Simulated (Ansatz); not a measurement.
System: hcp Lu. Method: PBE0 (plane waves, PAW; Ansatz, an electronic-structure program).

Run with plane-wave cutoff 460 eV, 9×9×6 k mesh (along the axes of the cell as run), Fermi–Dirac smearing 0.05 eV, scalar-relativistic PAW data made under PBE.

Computed at the level's own relaxed cell.

### Question
Give the computed lattice constant a and lattice parameter c.

### Answer

- lattice constant a: 3.555 Å
- lattice parameter c: 5.552 Å

Measured, for comparison: lattice constant a 3.505 Å (293 K, no zero-point or thermal correction; as tabulated in Wikipedia's data pages); lattice parameter c 5.549 Å (293 K, no zero-point or thermal correction, our sources range from 5.549 to 5.563; as tabulated in Wikipedia's data pages). Computed (rounded) less measured: lattice constant a +1.4 %, lattice parameter c +0.1 % (inside the range of the sources held).

Spin–orbit coupling is not included.

Computed values are for the static lattice.

Cost on a shared machine: roughly 80 core-minutes.
